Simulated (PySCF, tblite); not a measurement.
# 2-butynedinitrile (C₄N₂): isotopologues and vibrational averages

How do isotopes change the rotational constants and shieldings of 2-butynedinitrile (C₄N₂) (`N#CC#CC#N`)?

Computed with tblite 0.8.0 (tight binding) and PySCF 2.14.0 (DFT, with response routines of our own); each step states its level. Atoms count from 0 throughout.

## Step 1: The starting structure

6 atoms, charge 0, multiplicity 1; geometry from: force field or distance geometry start.

Bonds of the start (Å): C1–C2 1.42, C2–C3 1.22, C3–C4 1.45, C4–N5 1.16, N0–C1 1.19.

## Step 2: GFN2-xTB relaxation, lowest of a short conformer search

What the job is given:

```
{"job": {"xc": "GFN2-xTB", "basis": "xTB", "kind": "relax"}, "charge": 0, "multiplicity": 1}
N      2.537000    -0.392600    -2.048900
C      1.575000    -0.221100    -1.371000
C      0.509200    -0.098200    -0.446200
C     -0.475400     0.095200     0.246900
C     -1.597400     0.231000     1.159500
N     -2.535900     0.393600     1.821800
```

On the command line:

```bash
> OMP_NUM_THREADS=1 python ens_run.py task.json out
```

One launch serves the whole session.

The program printed:

```text
step      E/eV     max force
  0    -387.20935    4.761
  1    -387.03283   11.249
  2    -387.43865    2.010
  3    -387.46623    3.766
  4    -387.57392    0.779
  5    -387.59069    0.382
  6    -387.58943    0.799
  7    -387.59195    0.050
  8    -387.59207    0.043
  9    -387.59237    0.016
 10    -387.59237    0.008
 11    -387.59238    0.010
 12    -387.59239    0.021
 13    -387.59240    0.028
 14    -387.59242    0.023
 15    -387.59243    0.010
 16    -387.59243    0.006
 17    -387.59243    0.009
 18    -387.59243    0.010
 19    -387.59244    0.007
 20    -387.59244    0.005
 21    -387.59244    0.007
 22    -387.59245    0.014
 23    -387.59245    0.017
 24    -387.59246    0.012
 25    -387.59246    0.004
```

Wall time 0.08 s (1 thread of Arm Neoverse V2, shared host).

The energy fell by 0.383 eV, and the atoms moved 0.08 Å (root mean square).

## Step 3: Tight optimisation and Hessian

What the job is given:

```
{"job": {"xc": "B3LYP", "basis": "pcSseg-1", "grid": 2, "temperatures": [100, 700], "kind": "geom"}, "charge": 0, "multiplicity": 1}
N      2.451782    -0.372580    -1.994826
C      1.548274    -0.234696    -1.298436
C      0.479678    -0.071529    -0.474790
C     -0.475722     0.074204     0.261842
C     -1.544159     0.237357     1.085766
N     -2.447363     0.375205     1.782555
```

The program printed:

```text
step   0  E = -7123.7669463 eV  max force = 1.04467
step   1  E = -7123.7838656 eV  max force = 0.04550
step   2  E = -7123.7839051 eV  max force = 0.00168
step   3  E = -7123.7839048 eV  max force = 0.00151
step   4  E = -7123.7839048 eV  max force = 0.00151
step   5  E = -7123.7839054 eV  max force = 0.00017
harmonic wavenumbers (cm-1): 115.6 115.9 290.8 291.2 512.4 512.5 567.7 567.8 617.0 1188.0 2214.7 2342.5 2380.0
```

Run time: 2.8 min. Hardware: 1 thread of Arm Neoverse V2, shared host; peak memory 0.52 GiB.

## Step 4: Displacements along the modes, parent

What the job is given:

```
{"job": {"xc": "B3LYP", "basis": "pcSseg-1", "grid": 2, "temperatures": [100, 700], "kind": "vib", "mass_numbers": [14, 12, 12, 12, 12, 14]}, "charge": 0, "multiplicity": 1}
N      2.462391    -0.374196    -2.003321
C      1.550577    -0.235041    -1.300149
C      0.477892    -0.071315    -0.473061
C     -0.473729     0.073969     0.260431
C     -1.546414     0.237695     1.087519
N     -2.458227     0.376850     1.790692
```

The program printed:

```text
mode    cm-1    km/mol   phi_rrr   E(+)/cm-1  E(-)/cm-1
  1    115.59     9.81      -0.0      22.18      22.18
  2    115.87     9.81       0.0      22.11      22.11
  3    290.82     0.00      -0.1      53.30      53.33
  4    291.18     0.00       0.1      53.25      53.25
  5    512.40     7.40      -0.0      92.51      92.51
  6    512.54     7.40       0.0      92.50      92.50
  7    567.69     0.00      -0.4     102.29     102.33
  8    567.83     0.00      -0.0     102.27     102.28
  9    617.04     0.00     -68.5     108.65     113.58
 10   1187.99     0.08      -0.0     214.00     214.00
 11   2214.74     0.00     -56.3     396.94     401.00
 12   2342.53     9.42      -0.0     422.12     422.12
 13   2380.02     0.00    -282.1     418.63     438.93
```

Run time: 2.6 min. Hardware: 1 thread of Arm Neoverse V2, shared host; peak memory 0.52 GiB.

## Step 5: Displacements along the modes, 13C at atom 2

What the job is given:

```
{"job": {"xc": "B3LYP", "basis": "pcSseg-1", "grid": 2, "temperatures": [100, 700], "kind": "vib", "mass_numbers": [14, 12, 13, 12, 12, 14]}, "charge": 0, "multiplicity": 1}
N      2.462391    -0.374196    -2.003321
C      1.550577    -0.235041    -1.300149
C      0.477892    -0.071315    -0.473061
C     -0.473729     0.073969     0.260431
C     -1.546414     0.237695     1.087519
N     -2.458227     0.376850     1.790692
```

The program printed:

```text
mode    cm-1    km/mol   phi_rrr   E(+)/cm-1  E(-)/cm-1
  1    114.50     9.61       0.0      21.96      21.96
  2    114.78     9.61       0.0      21.89      21.89
  3    288.54     0.01      -0.1      52.88      52.90
  4    288.89     0.01      -0.1      52.83      52.83
  5    509.92     7.54       0.0      92.07      92.07
  6    510.06     7.54       0.1      92.06      92.06
  7    561.52     0.02      -0.3     101.19     101.21
  8    561.67     0.02       0.1     101.17     101.17
  9    616.87     0.00     -68.4     108.63     113.55
 10   1172.05     0.08      -8.0     210.84     211.42
 11   2193.67     0.01      78.6     398.02     392.37
 12   2339.82     8.61     257.3     430.98     412.47
 13   2358.48     0.79     299.0     435.70     414.18
```

It took 2.6 min on 1 thread of Arm Neoverse V2, shared host; peak memory 0.53 GiB.

## Step 6: Displacements along the modes, 13C at atom 1

What the job is given:

```
{"job": {"xc": "B3LYP", "basis": "pcSseg-1", "grid": 2, "temperatures": [100, 700], "kind": "vib", "mass_numbers": [14, 13, 12, 12, 12, 14]}, "charge": 0, "multiplicity": 1}
N      2.462391    -0.374196    -2.003321
C      1.550577    -0.235041    -1.300149
C      0.477892    -0.071315    -0.473061
C     -0.473729     0.073969     0.260431
C     -1.546414     0.237695     1.087519
N     -2.458227     0.376850     1.790692
```

The program printed:

```text
mode    cm-1    km/mol   phi_rrr   E(+)/cm-1  E(-)/cm-1
  1    115.56     9.81       0.0      22.18      22.18
  2    115.85     9.80      -0.0      22.11      22.11
  3    288.52     0.00      -0.1      52.88      52.90
  4    288.87     0.00      -0.1      52.83      52.83
  5    505.27     7.07      -0.0      91.21      91.22
  6    505.40     7.08      -0.1      91.20      91.21
  7    564.12     0.07      -0.4     101.66     101.69
  8    564.27     0.07      -0.1     101.63     101.64
  9    612.26     0.00      68.0     112.71     107.81
 10   1186.80     0.08      -1.7     213.73     213.85
 11   2196.70     0.27     186.4     402.46     389.04
 12   2310.96     7.95     -21.8     415.57     417.14
 13   2372.73     0.97     307.7     438.61     416.47
```

Wall time 2.6 min (1 thread of Arm Neoverse V2, shared host); peak memory 0.53 GiB.

## Step 7: Displacements along the modes, 15N at atom 0, 15N at atom 5

What the job is given:

```
{"job": {"xc": "B3LYP", "basis": "pcSseg-1", "grid": 2, "temperatures": [100, 700], "kind": "vib", "mass_numbers": [15, 12, 12, 12, 12, 15]}, "charge": 0, "multiplicity": 1}
N      2.462391    -0.374196    -2.003321
C      1.550577    -0.235041    -1.300149
C      0.477892    -0.071315    -0.473061
C     -0.473729     0.073969     0.260431
C     -1.546414     0.237695     1.087519
N     -2.458227     0.376850     1.790692
```

The program printed:

```text
mode    cm-1    km/mol   phi_rrr   E(+)/cm-1  E(-)/cm-1
  1    113.53     9.48       0.0      21.77      21.77
  2    113.81     9.47      -0.0      21.70      21.70
  3    288.64     0.00      -0.0      52.89      52.92
  4    288.99     0.00       0.1      52.84      52.84
  5    510.63     7.07       0.0      92.18      92.18
  6    510.76     7.08      -0.0      92.17      92.17
  7    566.81     0.00      -0.5     102.13     102.17
  8    566.96     0.00      -0.2     102.11     102.12
  9    604.07     0.00     -66.0     106.41     111.16
 10   1175.85     0.09      -0.0     211.81     211.81
 11   2193.09     0.00    -125.3     390.55     399.58
 12   2316.49     9.16      -0.0     417.42     417.42
 13   2372.12     0.00    -289.4     416.99     437.82
```

Wall time 2.6 min (1 thread of Arm Neoverse V2, shared host); peak memory 0.53 GiB.

## Step 8: Displacements along the modes, 15N at atom 0

What the job is given:

```
{"job": {"xc": "B3LYP", "basis": "pcSseg-1", "grid": 2, "temperatures": [100, 700], "kind": "vib", "mass_numbers": [15, 12, 12, 12, 12, 14]}, "charge": 0, "multiplicity": 1}
N      2.462391    -0.374196    -2.003321
C      1.550577    -0.235041    -1.300149
C      0.477892    -0.071315    -0.473061
C     -0.473729     0.073969     0.260431
C     -1.546414     0.237695     1.087519
N     -2.458227     0.376850     1.790692
```

The program printed:

```text
mode    cm-1    km/mol   phi_rrr   E(+)/cm-1  E(-)/cm-1
  1    114.55     9.64      -0.0      21.98      21.97
  2    114.84     9.64       0.0      21.90      21.91
  3    289.74     0.00      -0.1      53.10      53.12
  4    290.09     0.00       0.1      53.05      53.05
  5    511.51     7.23      -0.0      92.35      92.35
  6    511.65     7.24       0.0      92.34      92.33
  7    567.26     0.00       0.4     102.25     102.21
  8    567.40     0.00      -0.1     102.19     102.20
  9    610.51     0.00      67.2     112.36     107.52
 10   1181.96     0.09      -6.4     212.69     213.14
 11   2203.08     0.07     103.1     400.58     393.16
 12   2329.50     9.00      -4.7     419.58     419.91
 13   2376.93     0.22     289.8     438.68     417.83
```

Run time: 2.6 min. Hardware: 1 thread of Arm Neoverse V2, shared host; peak memory 0.53 GiB.

## Step 9: Displacements along the modes, 13C at atom 1, 13C at atom 4

What the job is given:

```
{"job": {"xc": "B3LYP", "basis": "pcSseg-1", "grid": 2, "temperatures": [100, 700], "kind": "vib", "mass_numbers": [14, 13, 12, 12, 13, 14]}, "charge": 0, "multiplicity": 1}
N      2.462391    -0.374196    -2.003321
C      1.550577    -0.235041    -1.300149
C      0.477892    -0.071315    -0.473061
C     -0.473729     0.073969     0.260431
C     -1.546414     0.237695     1.087519
N     -2.458227     0.376850     1.790692
```

The program printed:

```text
mode    cm-1    km/mol   phi_rrr   E(+)/cm-1  E(-)/cm-1
  1    115.53     9.81       0.0      22.17      22.17
  2    115.82     9.80      -0.0      22.10      22.10
  3    286.28     0.00      -0.1      52.47      52.49
  4    286.63     0.00       0.1      52.42      52.42
  5    498.92     6.90      -0.0      90.07      90.07
  6    499.05     6.90      -0.0      90.06      90.06
  7    559.69     0.00      -0.4     100.86     100.89
  8    559.84     0.00      -0.1     100.83     100.84
  9    607.47     0.00     -67.5     106.97     111.82
 10   1185.59     0.07      -0.0     213.57     213.58
 11   2184.13     0.00     215.7     401.23     385.70
 12   2284.45     9.00      -0.0     411.65     411.65
 13   2354.92     0.00     322.7     435.98     412.76
```

It took 2.6 min on 1 thread of Arm Neoverse V2, shared host; peak memory 0.53 GiB.

## Step 10: Displacements along the modes, 15N at atom 0, 13C at atom 1

What the job is given:

```
{"job": {"xc": "B3LYP", "basis": "pcSseg-1", "grid": 2, "temperatures": [100, 700], "kind": "vib", "mass_numbers": [15, 13, 12, 12, 12, 14]}, "charge": 0, "multiplicity": 1}
N      2.462391    -0.374196    -2.003321
C      1.550577    -0.235041    -1.300149
C      0.477892    -0.071315    -0.473061
C     -0.473729     0.073969     0.260431
C     -1.546414     0.237695     1.087519
N     -2.458227     0.376850     1.790692
```

The program printed:

```text
mode    cm-1    km/mol   phi_rrr   E(+)/cm-1  E(-)/cm-1
  1    114.52     9.64       0.0      21.96      21.97
  2    114.80     9.64       0.0      21.90      21.90
  3    287.35     0.00      -0.1      52.66      52.68
  4    287.70     0.00      -0.1      52.61      52.61
  5    504.29     6.89      -0.1      91.03      91.04
  6    504.42     6.89      -0.1      91.02      91.03
  7    563.79     0.10      -0.4     101.60     101.64
  8    563.94     0.10      -0.1     101.57     101.58
  9    606.03     0.00     -66.8     106.73     111.54
 10   1181.04     0.08       7.8     213.03     212.47
 11   2178.52     0.64     258.0     401.82     383.25
 12   2300.85     7.24      43.8     416.08     412.93
 13   2372.31     1.18     310.9     438.66     416.29
```

Run time: 2.6 min. Hardware: 1 thread of Arm Neoverse V2, shared host; peak memory 0.53 GiB.

## Step 11: Vibrational averages by isotopologue

What the job is given:

```
{"job": {"xc": "B3LYP", "basis": "pcSseg-1", "grid": 2, "temperatures": [100, 700], "kind": "iso"}, "charge": 0, "multiplicity": 1}
N      2.462391    -0.374196    -2.003321
C      1.550577    -0.235041    -1.300149
C      0.477892    -0.071315    -0.473061
C     -0.473729     0.073969     0.260431
C     -1.546414     0.237695     1.087519
N     -2.458227     0.376850     1.790692
```

The program printed:

```text
parent
  Be/MHz None 1343.59 1343.59
  B0/MHz None 1344.311 1344.311
  ZPE/cm-1 5858.1
  <sigma>(0 K)/ppm -66.953 68.900 122.155 122.154 68.901 -66.956
13C at atom 2
  Be/MHz None 1342.296 1342.296
  B0/MHz None 1343.0 1343.0
  ZPE/cm-1 5815.4
  <sigma>(0 K)/ppm -66.950 68.901 122.173 122.185 68.903 -66.946
13C at atom 1
  Be/MHz None 1330.008 1330.008
  B0/MHz None 1330.712 1330.712
  ZPE/cm-1 5813.6
  <sigma>(0 K)/ppm -66.838 68.937 122.161 122.157 68.902 -66.947
15N at atom 0, 15N at atom 5
  Be/MHz None 1277.28 1277.28
  B0/MHz None 1277.982 1277.982
  ZPE/cm-1 5810.9
  <sigma>(0 K)/ppm -66.882 68.921 122.159 122.158 68.922 -66.884
15N at atom 0
  Be/MHz None 1310.025 1310.025
  B0/MHz None 1310.737 1310.737
  ZPE/cm-1 5834.5
  <sigma>(0 K)/ppm -66.890 68.921 122.154 122.155 68.901 -66.951
13C at atom 1, 13C at atom 4
  Be/MHz None 1316.349 1316.349
  B0/MHz None 1317.036 1317.036
  ZPE/cm-1 5769.2
  <sigma>(0 K)/ppm -66.826 68.937 122.167 122.166 68.938 -66.829
15N at atom 0, 13C at atom 1
  Be/MHz None 1297.629 1297.629
  B0/MHz None 1298.324 1298.324
  ZPE/cm-1 5789.8
  <sigma>(0 K)/ppm -66.766 68.959 122.165 122.164 68.902 -66.939
```

It took 21 min on 1 thread of Arm Neoverse V2, shared host; peak memory 0.53 GiB. This counts the whole study up to here.

Rotational constants (MHz) at equilibrium and in the ground state:

| isotopologue | Be | B0 | zero-point change (cm⁻¹) |
| --- | --- | --- | --- |
| parent | 1343.6 | 1344.3 | 0.0 |
| 13C at atom 2 | 1342.3 | 1343.0 | -42.7 |
| 13C at atom 1 | 1330.0 | 1330.7 | -44.5 |
| 15N at atom 0, 15N at atom 5 | 1277.3 | 1278.0 | -47.2 |
| 15N at atom 0 | 1310.0 | 1310.7 | -23.6 |
| 13C at atom 1, 13C at atom 4 | 1316.3 | 1317.0 | -89.0 |
| 15N at atom 0, 13C at atom 1 | 1297.6 | 1298.3 | -68.3 |

Shieldings of the first species (ppm): at equilibrium, the vibrational parts at 0 K, and the averages:

| atom | equilibrium | anharmonic | harmonic | 0 K | 100 K | 700 K |
| --- | --- | --- | --- | --- | --- | --- |
| N0 | -60.99 | 1.41 | -7.37 | -66.95 | -67.32 | -76.81 |
| C1 | 70.53 | 0.62 | -2.25 | 68.90 | 68.91 | 68.55 |
| C2 | 124.11 | -0.08 | -1.88 | 122.16 | 121.99 | 117.95 |
| C3 | 124.11 | -0.08 | -1.88 | 122.15 | 121.99 | 117.95 |
| C4 | 70.53 | 0.62 | -2.25 | 68.90 | 68.91 | 68.56 |
| N5 | -60.99 | 1.41 | -7.37 | -66.96 | -67.32 | -76.83 |

Isotope effects on the shieldings at 0 K (ppb; positive means more shielded):

| atom | 13C at atom 2 | 13C at atom 1 | 15N at atom 0, 15N at atom 5 | 15N at atom 0 | 13C at atom 1, 13C at atom 4 | 15N at atom 0, 13C at atom 1 |
| --- | --- | --- | --- | --- | --- | --- |
| N0 | 4 | 115 | 72 | 63 | 127 | 187 |
| C1 | 2 | 37 | 21 | 21 | 37 | 59 |
| C2 | 18 | 6 | 4 | -2 | 12 | 10 |
| C3 | 31 | 3 | 4 | 1 | 12 | 9 |
| C4 | 2 | 1 | 21 | 0 | 37 | 1 |
| N5 | 10 | 9 | 71 | 4 | 127 | 16 |

## Step 12: Outcome

| quantity | value |
| --- | --- |
| point group | D∞h |
| B0 of the first species | 1344.3 MHz |
| zero-point energy | 5858 cm⁻¹ |
| zero-point change of σ(N5) | -5.96 ppm |

What this shows: Zero-point motion changes the shielding of N0, N5 most, by -5.96 ppm. The largest secondary isotope effect is 127 ppb on N0, 1 bond from the change (13C at atom 1, 13C at atom 4). The job flags a low mode; perturbation theory is less sure for low modes.
